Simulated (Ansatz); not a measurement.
# SiCl (doublet): wave-function methods side by side at distance Si1–Cl2 = 1.621 Å, 6-31G

How much of the correlation energy of SiCl (doublet) does each wave-function method recover here?

Computed with Ansatz 0.2.0, Gaussian basis. Level: 6-31G, core rule «outside noble gas», up to 10 orbitals frozen.

To be run: UHF; CCSD(T) on ROHF; CCSD(T) on UHF; BCCD(T) on ROHF; CISD as a restricted active space (open shells left free, so some higher excitations enter); CCSDT(Q) on ROHF; CCSDT(Q) on UHF; CISDTQ; CCSDTQ on ROHF; CCSDTQ on UHF; CASSCF and MRCISD+Q, 3 electrons in 3 orbitals; CASSCF and NEVPT2, 3 electrons in 3 orbitals; CASSCF and MRCISD+Q, 11 electrons in 8 orbitals; CASSCF and NEVPT2, 11 electrons in 8 orbitals; Full CI.

33 further runs of the same task are left out: 2 for a known fault of the program, 28 that didn't finish, 3 set aside as unsound or not needed. Runs told in other sessions of the task aren't counted.

### 1 The system

The geometry derives from a PBE0/def2-TZVP stationary point (not a proven minimum). One bond is set to the value named and the two fragments are kept rigid.

2 atoms, charge 0, spin multiplicity 2.

Atoms are counted from 1 here; the program's logs count them from 0.

Bond lengths: Si1–Cl2 1.621 Å.

As a file:

```xyz
2
charge 0, multiplicity 2
Si    0.0000    0.0000    0.0000
Cl    0.0000    0.0000    1.6210
```

### 2 UHF

in.yaml

```yaml
crystal:
  periodic: [false, false, false]
  atoms:
    - {symbol: Si, position_ang: [0.000000, 0.000000, 0.000000]}
    - {symbol: Cl, position_ang: [0.000000, 0.000000, 1.621000]}
basis:
  gaussian: {orbitals: 6-31G}
magnetization: {spin_polarized: true, initial_magnetization: 1}
hamiltonian: {xc: hf}
output: {orbitals: {seedname: orbitals}}
```

Started as:

```console
$ ansatz run in.yaml --threads 1 --pin off --events-out ev --progress --plain --max-ram 2393MiB
```

The runs that follow: CCSD(T) on ROHF; CCSD(T) on UHF; BCCD(T) on ROHF; CISD as a restricted active space (open shells left free, so some higher excitations enter); CCSDT(Q) on ROHF; CCSDT(Q) on UHF; CISDTQ; CCSDTQ on ROHF; CCSDTQ on UHF; CASSCF and MRCISD+Q, 3 electrons in 3 orbitals; CASSCF and NEVPT2, 3 electrons in 3 orbitals; CASSCF and MRCISD+Q, 11 electrons in 8 orbitals; CASSCF and NEVPT2, 11 electrons in 8 orbitals; Full CI.

**Question.** What will the summary of the whole plan be? Wanted: FCI from the RHF energy; RMP2 from FCI; UMP2 from FCI; RCCSD from FCI; RCCSD(T) from FCI; UCCSD(T) from FCI; RCCSDT(Q) from FCI; UCCSDT(Q) from FCI; NEVPT2 pair from FCI.

**Answer**, as computed:

| quantity | value |
| --- | --- |
| FCI from the ROHF energy | -2.1861 eV |
| RMP2 from FCI | +9.76 kcal/mol |
| UMP2 from FCI | +9.73 kcal/mol |
| RCCSD from FCI | +1.26 kcal/mol |
| RCCSD(T) from FCI | +0.17 kcal/mol |
| UCCSD(T) from FCI | +0.17 kcal/mol |
| RCCSDT(Q) from FCI | +0.01 kcal/mol |
| UCCSDT(Q) from FCI | 0.00 kcal/mol |
| NEVPT2 pair from FCI | +7.87 kcal/mol |
| MRCISD+Q pair from FCI | +0.62 kcal/mol |
| NEVPT2 valence from FCI | +8.26 kcal/mol |
| levels within 1 kcal/mol (43 meV) | RCCSD(T), UCCSD(T), BCCD(T), RCCSDT, UCCSDT, CISDTQ, RCCSDT(Q), UCCSDT(Q), RCCSDTQ, UCCSDTQ, MRCISD+Q pair, MRCISD+Q valence |
| T1 diagnostic | 0.013 |
| effectively unpaired electrons | 1.03 |

RCCSD(T) misses by +0.17 kcal/mol, 0.3 % of the correlation energy. One determinant dominates. Of the multireference levels listed MRCISD+Q valence comes nearest in total energy (+0.31 kcal/mol), which doesn't show that its space is the better one. These misses are within one basis, not against nature; the frozen cores of restricted and unrestricted runs differ, which can shift their rows.

Levels on UHF freeze UHF's core orbitals, full CI those of ROHF, so the U rows can settle a little off it for that reason alone.

With open shells the CI space here admits some higher excitations, so it is larger than plain CISD.
